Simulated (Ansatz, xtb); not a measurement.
A geometry optimisation of CH7Si2 with r2SCAN-D4/def2-SVP

The starting geometry of this gas-phase doublet has its atoms placed at random.

```yaml
atoms:
  - { symbol: C, position_ang: [0.4626, 1.3115, 1.1363] }
  - { symbol: Si, position_ang: [0.3485, 1.0808, -0.8084] }
  - { symbol: Si, position_ang: [-0.7686, -0.8924, 0.6418] }
  - { symbol: H, position_ang: [-1.3353, -0.5556, -1.2101] }
  - { symbol: H, position_ang: [1.2523, -0.9203, 0.4089] }
  - { symbol: H, position_ang: [1.5874, 0.0020, -0.4212] }
  - { symbol: H, position_ang: [0.6081, 2.4790, -0.3629] }
  - { symbol: H, position_ang: [-1.5930, -1.6018, -0.6912] }
  - { symbol: H, position_ang: [0.1229, 0.0414, 1.5884] }
  - { symbol: H, position_ang: [-0.5641, 0.1055, -1.7053] }
```

Guess where an optimisation with r2SCAN-D4/def2-SVP ends from this start.

It loosens into CH5Si2 + H2, which stay close as a complex. Distances that change by over a tenth: Si2–Si3 (2.69 → 3.18 Å), Si2–H6 (1.69 → 1.50 Å). Contacts that open: Si3–H8 (1.72 → 3.48 Å), Si3–H9 (1.60 → 2.41 Å). Contacts that close: C1–Si3 (2.57 → 1.72 Å), C1–H9 (1.39 → 1.10 Å), Si3–H5 (2.03 → 1.51 Å), H4–H8 (1.20 → 0.76 Å).

The energy falls by 10.16 eV over 59 steps:

```tsv
step	E − E(last) (eV)
1	10.161
7	1.250
14	0.337
20	0.299
27	0.224
33	0.151
40	0.003
46	0.002
53	0.000
59	0.000
```

Final geometry (Å):

```xyz
10

C     0.4576    0.5522    0.6554
Si    0.7252    1.9612   -0.5153
Si   -0.9280   -0.4694    0.7024
H    -1.2640   -3.7430   -1.2262
H    -1.0725   -1.6064    1.6790
H     1.9494    1.7596   -1.3546
H     0.9045    3.2585    0.2114
H    -1.4415   -3.0772   -1.5438
H     1.2448    0.3253    1.3932
H    -0.4547    2.0894   -1.4252
```

From the same start GFN2-xTB reaches the same bonding as this run.

From so rough a start the end depends on the optimiser's path, so another program may land elsewhere. The end wasn't checked by frequencies. Open shells are spin-unrestricted. Run with Ansatz 0.2.0, 2.2 min on 2 threads of Intel(R) Xeon(R) 6975P-C (Granite Rapids) (shared host).
